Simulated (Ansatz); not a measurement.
Basis-set extrapolation for `S=[S+]` radical (PBE0-D4/def2-TZVP geometry, frozen core, Ansatz 0.2.0). Multiplicity 2, UHF reference.

|  | cc-pV(T+d)Z | cc-pV(Q+d)Z |
| --- | --- | --- |
| HF | -794.767641 | -794.775215 |
| MP2 correlation | -0.281884 | -0.306289 |
| CCSD(T) correlation | -0.350980 | -0.374275 |

Energies in hartree. Use E(X) = E(∞) + A·exp(−5.46·√X) for Hartree–Fock and E(X) = E(∞) + B·X^(−3.05) for correlation, with X = 3 and 4.

Question: What is the CCSD(T) energy at the basis-set limit?

Answer: HF limit: -794.775215 + (-0.007574) × 0.30130 = -794.77750. Correlation limit: -0.374275 + (-0.023295) × 0.71189 = -0.39086. Total: -795.16836 hartree, 31.2 kcal/mol below CCSD(T)/cc-pV(T+d)Z.

The UHF reference is spin-contaminated (⟨S²⟩ = 1.20, T1 = 0.077).
